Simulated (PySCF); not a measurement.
**C2H3ClFN (SMILES C/N=C(\F)Cl) at 5 levels**

We compute a comparison of 5 runs (HF/3-21G, HF/def2-SVP, B3LYP/6-31G*, B2PLYP/6-311+G**, MP2/6-31+G*) of C2H3ClFN. The job is set up through a Python script.

The calculation is run with PySCF 2.14.0.

## (1) The structure to begin with

C2H3ClFN: 8 atoms, total charge 0, spin state singlet. As SMILES, `C/N=C(\F)Cl`. Geometry: relaxed at PBE0-D4/def2-TZVP.

Bond lengths: C1–N2 1.443 Å, N2–C3 1.234 Å, C3–F4 1.335 Å, C3–Cl5 1.711 Å, C1–H6 1.092 Å, C1–H7 1.093 Å, C1–H8 1.092 Å. Angles: C1–N2–C3 121.1°, N2–C3–F4 126.1°, N2–C3–Cl5 123.8°, F4–C3–Cl5 110.2°, N2–C1–H6 108.4°, N2–C1–H7 114.4°, N2–C1–H8 108.4°, H6–C1–H7 109.2°, H6–C1–H8 107.0°, H7–C1–H8 109.2°.

## (2) Energy and forces at HF/3-21G (run 1)

Input file input.py:

```python
from pyscf import gto

mol = gto.M(
    atom='''
C       -1.051700       0.314700       0.018100
N        0.334900       0.581400      -0.279000
C        1.206400      -0.268200      -0.073800
F        1.010700      -1.491400       0.425000
Cl       2.867500      -0.023900      -0.400900
H       -1.403400       1.068500       0.725600
H       -1.241300      -0.680200       0.428300
H       -1.630900       0.442100      -0.898900
''',
    spin=0,
    basis='3-21g',
    verbose=4,
    max_memory=1860,
)

mf = mol.RHF()
mf.conv_tol = 1e-10
mf.kernel()
if not mf.converged:
    mf = mf.newton().run(mf.mo_coeff, mf.mo_occ)

e_tot = mf.e_tot
print('Final energy', e_tot)
grad = mf.nuc_grad_method().kernel()
mf.analyze()
```

Command:

```console
$ OMP_NUM_THREADS=1 python input.py
```

The program printed:

```text
PySCF version 2.14.0

[... 84 lines left out ...]
Two-electron Coulomb Energy =          531.777504390192576
[... 9 lines left out ...]
MO #7   energy= -7.99272199986055  occ= 2
[... 7 lines left out ...]
MO #15  energy= -0.742731340156819 occ= 2
[... 7 lines left out ...]
MO #23  energy= -0.445460210851969 occ= 2
[... 7 lines left out ...]
MO #31  energy= 0.428065744509549  occ= 0
[... 7 lines left out ...]
MO #39  energy= 0.959031382820358  occ= 0
[... 7 lines left out ...]
MO #47  energy= 1.51146349213766   occ= 0
[... 7 lines left out ...]
MO #55  energy= 4.06717340839886   occ= 0
[... 66 lines left out ...]
Dipole moment(X, Y, Z, Debye): -2.06875, -0.31181,  0.41008
```

Run time: 1.4 s. Hardware: 1 thread of Arm Neoverse V2, shared host; peak memory 0.13 GiB.

## (3) Energy and gradient at HF/def2-SVP (run 2)

Input file input.py:

```python
# CN=C(F)Cl
import pyscf.grad
from pyscf import gto, scf

system = gto.M(
    atom='''
C   -1.051700   0.314700   0.018100
N    0.334900   0.581400  -0.279000
C    1.206400  -0.268200  -0.073800
F    1.010700  -1.491400   0.425000
Cl   2.867500  -0.023900  -0.400900
H   -1.403400   1.068500   0.725600
H   -1.241300  -0.680200   0.428300
H   -1.630900   0.442100  -0.898900
''',
    verbose=4,
    basis='def2-svp',
    charge=0,
    max_memory=1860,
    spin=0,
)

mf = scf.RHF(system)
mf.conv_tol = 1e-10
mf.kernel()
if not mf.converged:
    mf = mf.newton().run(mf.mo_coeff, mf.mo_occ)

energy = mf.e_tot
print('Final energy', energy)
grad = mf.Gradients().kernel()
mf.analyze()
```

Command:

```console
$ OMP_NUM_THREADS=1 python input.py
```

The program printed:

```text
PySCF version 2.14.0

[... 66 lines left out ...]
converged SCF energy = -690.512920570431
[... 25 lines left out ...]
MO #5   energy= -11.2770865054797  occ= 2
[... 11 lines left out ...]
MO #17  energy= -0.710087989962862 occ= 2
[... 11 lines left out ...]
MO #29  energy= 0.260587198812656  occ= 0
[... 11 lines left out ...]
MO #41  energy= 0.870384815214724  occ= 0
[... 11 lines left out ...]
MO #53  energy= 1.23484583624384   occ= 0
[... 11 lines left out ...]
MO #65  energy= 2.00265842184096   occ= 0
[... 11 lines left out ...]
MO #77  energy= 2.83206551567426   occ= 0
[... 11 lines left out ...]
MO #89  energy= 4.24549674580354   occ= 0
[... 100 lines left out ...]
Dipole moment(X, Y, Z, Debye): -1.39578, -0.30267,  0.31223
```

It took 4.5 s on 1 thread of Arm Neoverse V2, shared host; peak memory 0.18 GiB.

Runs 3 to 4 aren't shown in full; the table further down has their settings and results.

## (4) Energy and gradient at MP2/6-31+G(d) (spherical functions) (run 5)

Input file start.xyz:

```xyz
8
C2H3ClFN
C     -1.051700     0.314700     0.018100
N      0.334900     0.581400    -0.279000
C      1.206400    -0.268200    -0.073800
F      1.010700    -1.491400     0.425000
Cl     2.867500    -0.023900    -0.400900
H     -1.403400     1.068500     0.725600
H     -1.241300    -0.680200     0.428300
H     -1.630900     0.442100    -0.898900
```

Input file input.py:

```python
# CN=C(F)Cl
import pyscf.grad
from pyscf import gto, mp

molecule = gto.Mole()
molecule.atom = 'start.xyz'
molecule.basis = '6-31+g*'
molecule.verbose = 4
molecule.max_memory = 1860
molecule.build()

mf = molecule.RHF()
mf.conv_tol = 1e-10
mf.kernel()
if not mf.converged:
    mf = mf.newton().run(mf.mo_coeff, mf.mo_occ)

pt = mp.MP2(mf, frozen=9).run()
e_final = pt.e_tot
print('E(%s) = %.9f' % ('MP2', e_final))
grad = pt.Gradients().kernel()
mf.analyze()
```

Command:

```console
$ OMP_NUM_THREADS=1 python input.py
```

The program printed:

```text
PySCF version 2.14.0

[... 86 lines left out ...]
Nuclear Repulsion Energy =             218.527022687358226
[... 14 lines left out ...]
MO #9   energy= -8.05855534226118  occ= 2
[... 12 lines left out ...]
MO #22  energy= -0.494112319476585 occ= 2
[... 12 lines left out ...]
MO #35  energy= 0.183491300892083  occ= 0
[... 12 lines left out ...]
MO #48  energy= 0.453210175423183  occ= 0
[... 12 lines left out ...]
MO #61  energy= 0.965035952135621  occ= 0
[... 12 lines left out ...]
MO #74  energy= 1.47654430725425   occ= 0
[... 12 lines left out ...]
MO #87  energy= 2.23925208278251   occ= 0
[... 12 lines left out ...]
MO #100 energy= 3.62284046564432   occ= 0
[... 111 lines left out ...]
Dipole moment(X, Y, Z, Debye): -1.44164, -0.32228,  0.32622
```

It took 17 s on 1 thread of Arm Neoverse V2, shared host; peak memory 0.84 GiB.

## (5) Overview of the runs

```
run                               level  Cartesian functions  integration grid  energy (Eh)  dipole moment (D) of the reference  HOMO energy (eV)  LUMO energy (eV)  wall time
  1                            HF/3-21G                   no                 –  -687.344930                                2.13            -11.48              4.47      1.4 s
  2                         HF/def2-SVP                   no                 –  -690.512921                                1.46            -11.46              4.42      4.5 s
  3  B3LYP/6-31G* (Cartesian functions)                  yes                 5  -692.780456                                1.50             -7.85              0.01       26 s
  4                    B2PLYP/6-311+G**                   no                 5  -692.523122                                1.48             -9.67              0.75       35 s
  5   MP2/6-31+G* (spherical functions)                   no                 –  -691.546741                                1.51            -11.55              1.90       17 s
```

## (6) Results

| quantity | value |
| --- | --- |
| run 5: total energy | -691.54674 Eh |
| run 5: dipole moment (Hartree–Fock density) | 1.51 D |
| run 5: HOMO energy (Hartree–Fock orbitals) | -11.55 eV |
| run 5: LUMO energy (Hartree–Fock orbitals) | 1.90 eV |
| run 5: HOMO–LUMO gap (Hartree–Fock orbitals) | 13.45 eV |
| run 5: correlation energy (9 core orbitals frozen) | -721.2 mEh |
| run 5: largest force on an atom | 1.470 eV/Å |

In words: Over runs 1, 2, 3, 4 the dipole moment (its size) runs from 1.46 D (HF/def2-SVP) to 2.13 D (HF/3-21G). Over runs 1, 2, 3, 4 the HOMO–LUMO gap runs from 7.86 eV (B3LYP/6-31G*) to 15.96 eV (HF/3-21G). The two ends differ in method and basis. Totals of different functionals can't be ranked against each other. All runs together took 84 s, the longest 35 s.
